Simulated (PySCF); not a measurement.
## Rotational lines of MgAl⁺

Lines J+1 ← J of the vibrational ground state, computed from RHF-CCSD(T) constants of MgAl⁺, ¹Σ⁺ (singlet), closed shell (PySCF, spin-free X2C with a Gaussian nucleus, basis sets Mg x2c-SVPall, Al x2c-SVPall; masses 23.9850 and 26.9815 u), in MHz:

```json
{"J": "5", "ν (MHz)": "46934.2"}
{"J": "6", "ν (MHz)": "54753.2"}
{"J": "7", "ν (MHz)": "62570.6"}
{"J": "8", "ν (MHz)": "70386.3"}
{"J": "9", "ν (MHz)": "78200.0"}
```

(1) Find B0 and the effective bond length r0; with αe = 0.00127 cm⁻¹, find Re.

Correlated steps freeze 6 core orbitals. Correlated levels converge slowly with the basis: in double zeta they bind strong bonds too weakly, by up to about 1 eV, and carry superposition errors of some tenths. For an ion De counts to the pair picked by the measured ionisation energies or electron affinities, which need not be the lowest pair at this level.

Answers

(1) ν = 2B0(J+1) − 4D(J+1)³ gives B0 = 0.13048 cm⁻¹. With the reduced mass μred = 12.698 u, r0 = √(16.8576/(μred·B0)) (u, cm⁻¹, Å) = 3.1898 Å. Be = B0 + αe/2 = 0.13112 cm⁻¹ gives Re = 3.182 Å.
